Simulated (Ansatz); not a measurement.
# Molecular dynamics of AlH$_{5}$O

Input file:

```yaml
crystal:
  periodic: [false, false, false]
  atoms:
    - { symbol: Al, position_ang: [0.049025, -0.209488, -0.085434] }
    - { symbol: H, position_ang: [-0.016076, -0.095187, 1.704916] }
    - { symbol: H, position_ang: [1.439862, 0.355301, -0.613909] }
    - { symbol: H, position_ang: [-1.388378, 0.126991, -0.699081] }
    - { symbol: O, position_ang: [0.173042, -1.994448, 0.566947] }
    - { symbol: H, position_ang: [-0.610194, -2.573628, 0.502646] }
    - { symbol: H, position_ang: [0.024019, -1.134643, 1.477915] }
basis:
  gaussian: { orbitals: def2-SVP }
hamiltonian:
  xc: pbe
  dispersion: d4
md:
  timestep: 0.5
  n_steps: 200
  ensemble: nve
  temperature: 300.0
  initial_velocities: maxwell_boltzmann
  seed: 8917
```

Command:

```bash
$ ansatz run input.yaml --threads 1 --pin off --max-ram 2048MiB --backend cpu --events-out ev --progress --plain --runs-dir out
```

It starts at the highest image of a converged band, a first-order saddle point between two minima.

Output, in part (step lines, the closing report, with atoms numbered from 0):

```
md step     0: t =     0.00 fs  T =   300.0 K  F+E_penalty+E_count = -8714.79700119 eV  E_kin = 0.193890 eV  conserved = -8714.60311119 eV  (22 SCF iters)
md step     1: t =     0.50 fs  T =   297.9 K  F+E_penalty+E_count = -8714.79565503 eV  E_kin = 0.192555 eV  conserved = -8714.60309985 eV  (27 SCF iters)
md step     2: t =     1.00 fs  T =   292.3 K  F+E_penalty+E_count = -8714.79198510 eV  E_kin = 0.188922 eV  conserved = -8714.60306289 eV  (27 SCF iters)
md step     3: t =     1.50 fs  T =   284.0 K  F+E_penalty+E_count = -8714.78658728 eV  E_kin = 0.183575 eV  conserved = -8714.60301188 eV  (27 SCF iters)
md step     4: t =     2.00 fs  T =   274.4 K  F+E_penalty+E_count = -8714.78027822 eV  E_kin = 0.177317 eV  conserved = -8714.60296136 eV  (27 SCF iters)
md step     5: t =     2.50 fs  T =   264.5 K  F+E_penalty+E_count = -8714.77387156 eV  E_kin = 0.170949 eV  conserved = -8714.60292209 eV  (27 SCF iters)
md step     6: t =     3.00 fs  T =   255.5 K  F+E_penalty+E_count = -8714.76801192 eV  E_kin = 0.165115 eV  conserved = -8714.60289649 eV  (27 SCF iters)
md step     7: t =     3.50 fs  T =   248.0 K  F+E_penalty+E_count = -8714.76313660 eV  E_kin = 0.160258 eV  conserved = -8714.60287895 eV  (27 SCF iters)
[... lines left out ...]
Total energy: -8715.01366478 eV, -320.2708449324 hartree
Atom 0 at     0.025725    -0.144472    -0.068342 Å, force     0.377001     0.825395     0.525297 eV/Å
Atom 1 at    -0.053098     0.682654     1.398417 Å, force    -0.110850    -0.332929    -0.702545 eV/Å
Atom 2 at     1.547370    -0.480561    -0.543365 Å, force    -0.023698     0.325784    -0.260554 eV/Å
Atom 3 at    -1.178141     0.132675    -1.160682 Å, force     0.303820    -0.353575     0.311162 eV/Å
Atom 4 at     0.132647    -2.004378     0.629245 Å, force    -0.390392    -2.135050     0.189523 eV/Å
Atom 5 at    -0.565818    -2.706880     0.753963 Å, force     0.383525     0.820260    -0.012833 eV/Å
Atom 6 at     0.963741    -2.531763     0.477848 Å, force    -0.539406     0.850114    -0.050051 eV/Å
Dipole moment:    -0.058535    -1.143628     0.179567 e Å
```

The steps, from the saved trajectory:

```json
{"time (fs)": "0", "T (K)": "300", "potential energy less start (eV)": "0.000", "conserved less start (meV/atom)": "0.00"}
{"time (fs)": "3", "T (K)": "255", "potential energy less start (eV)": "0.029", "conserved less start (meV/atom)": "0.03"}
{"time (fs)": "6", "T (K)": "253", "potential energy less start (eV)": "0.031", "conserved less start (meV/atom)": "0.05"}
{"time (fs)": "9", "T (K)": "395", "potential energy less start (eV)": "-0.061", "conserved less start (meV/atom)": "0.00"}
{"time (fs)": "12", "T (K)": "545", "potential energy less start (eV)": "-0.158", "conserved less start (meV/atom)": "0.03"}
{"time (fs)": "15", "T (K)": "708", "potential energy less start (eV)": "-0.264", "conserved less start (meV/atom)": "-0.02"}
{"time (fs)": "18", "T (K)": "830", "potential energy less start (eV)": "-0.342", "conserved less start (meV/atom)": "0.00"}
{"time (fs)": "21", "T (K)": "924", "potential energy less start (eV)": "-0.403", "conserved less start (meV/atom)": "0.02"}
{"time (fs)": "24", "T (K)": "923", "potential energy less start (eV)": "-0.403", "conserved less start (meV/atom)": "-0.03"}
{"time (fs)": "27", "T (K)": "856", "potential energy less start (eV)": "-0.360", "conserved less start (meV/atom)": "0.01"}
{"time (fs)": "30", "T (K)": "830", "potential energy less start (eV)": "-0.342", "conserved less start (meV/atom)": "0.03"}
{"time (fs)": "33", "T (K)": "734", "potential energy less start (eV)": "-0.281", "conserved less start (meV/atom)": "-0.04"}
{"time (fs)": "36", "T (K)": "557", "potential energy less start (eV)": "-0.166", "conserved less start (meV/atom)": "0.02"}
{"time (fs)": "39", "T (K)": "437", "potential energy less start (eV)": "-0.088", "conserved less start (meV/atom)": "0.04"}
{"time (fs)": "42", "T (K)": "348", "potential energy less start (eV)": "-0.031", "conserved less start (meV/atom)": "-0.03"}
{"time (fs)": "45", "T (K)": "245", "potential energy less start (eV)": "0.036", "conserved less start (meV/atom)": "0.03"}
{"time (fs)": "48", "T (K)": "233", "potential energy less start (eV)": "0.043", "conserved less start (meV/atom)": "0.05"}
{"time (fs)": "51", "T (K)": "272", "potential energy less start (eV)": "0.018", "conserved less start (meV/atom)": "-0.03"}
{"time (fs)": "54", "T (K)": "282", "potential energy less start (eV)": "0.012", "conserved less start (meV/atom)": "0.02"}
{"time (fs)": "57", "T (K)": "358", "potential energy less start (eV)": "-0.037", "conserved less start (meV/atom)": "0.04"}
{"time (fs)": "60", "T (K)": "427", "potential energy less start (eV)": "-0.083", "conserved less start (meV/atom)": "-0.03"}
{"time (fs)": "63", "T (K)": "469", "potential energy less start (eV)": "-0.109", "conserved less start (meV/atom)": "0.02"}
{"time (fs)": "66", "T (K)": "573", "potential energy less start (eV)": "-0.176", "conserved less start (meV/atom)": "0.01"}
{"time (fs)": "69", "T (K)": "578", "potential energy less start (eV)": "-0.180", "conserved less start (meV/atom)": "-0.03"}
{"time (fs)": "72", "T (K)": "524", "potential energy less start (eV)": "-0.145", "conserved less start (meV/atom)": "0.02"}
{"time (fs)": "75", "T (K)": "519", "potential energy less start (eV)": "-0.141", "conserved less start (meV/atom)": "0.00"}
{"time (fs)": "78", "T (K)": "453", "potential energy less start (eV)": "-0.099", "conserved less start (meV/atom)": "-0.02"}
{"time (fs)": "81", "T (K)": "397", "potential energy less start (eV)": "-0.063", "conserved less start (meV/atom)": "0.05"}
{"time (fs)": "84", "T (K)": "520", "potential energy less start (eV)": "-0.142", "conserved less start (meV/atom)": "0.00"}
{"time (fs)": "87", "T (K)": "647", "potential energy less start (eV)": "-0.225", "conserved less start (meV/atom)": "-0.04"}
{"time (fs)": "90", "T (K)": "673", "potential energy less start (eV)": "-0.241", "conserved less start (meV/atom)": "0.04"}
{"time (fs)": "93", "T (K)": "791", "potential energy less start (eV)": "-0.318", "conserved less start (meV/atom)": "-0.05"}
{"time (fs)": "96", "T (K)": "750", "potential energy less start (eV)": "-0.291", "conserved less start (meV/atom)": "-0.03"}
{"time (fs)": "99", "T (K)": "634", "potential energy less start (eV)": "-0.215", "conserved less start (meV/atom)": "0.04"}
```

All steps were run. The conserved energy stayed within 0.059 meV per atom of its start (net change 0.016 meV per atom), so the integration is sound. The kinetic energy rose, since the run started high on the potential surface and went downhill. A run of 0.1 ps of so small a system gives no equilibrium averages. The orbitals stay closed-shell, which can raise the energy where a bond breaks towards radicals; this wasn't checked here.

Between its relaxed ends the band would form H2–H7 and break Al1–H2, O5–H7. These pairs go: H2–H7 1.06 → 3.49 Å, Al1–H2 1.80 → 1.69 Å, O5–H7 1.26 → 1.00 Å. In the last frame they stand as before the step (other bonds may differ from the relaxed reactants and products). Also parted: Al1–H7 1.82 → 2.62 Å. It ends as one piece, AlH5O. Pairs count as bonded within 1.25 times the sum of covalent radii (0.12 Å more for H–H).

Last frame:

```xyz
7
Properties=species:S:1:pos:R:3
Al 0.026 -0.144 -0.068
H -0.053 0.683 1.398
H 1.547 -0.481 -0.543
H -1.178 0.133 -1.161
O 0.133 -2.004 0.629
H -0.566 -2.707 0.754
H 0.964 -2.532 0.478
```

The run took 3.4 min on 1 thread of AMD EPYC 7R43 64-Core Processor (Zen 3) (shared host), peak memory 0.11 GiB.
